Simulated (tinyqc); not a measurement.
Pariser-Parr-Pople SCF with singles CI, for the molecule [CH2+]C=CF (SMILES; centres numbered as the heavy atoms are written), step by step. One step of it, computed by the program tinyqc.

Task: Iteration 2: orbitals and new P. Diagonalise F (the basis is taken as orthonormal) and form P = 2 sum c c over the lowest orbitals.

F (eV), lower triangle:
```
            1C          2C          3C          4F
1C  -11.069294
2C   -4.207986  -11.646554
3C   -0.908167   -4.293580  -11.112935
4F    0.284393    0.270656   -3.034826  -25.379504
```

pi electrons, sum of z_r less the charge = 4

Give: orbital energies; P after iteration 2.

Result:

orbital energies (eV): -26.026  -17.664  -9.843  -5.676

P after iteration 2, lower triangle:
```
        1C      2C     3C     4F
1C   0.538
2C   0.729   0.991
3C   0.488   0.676  0.527
4F  -0.130  -0.104  0.284  1.944
```
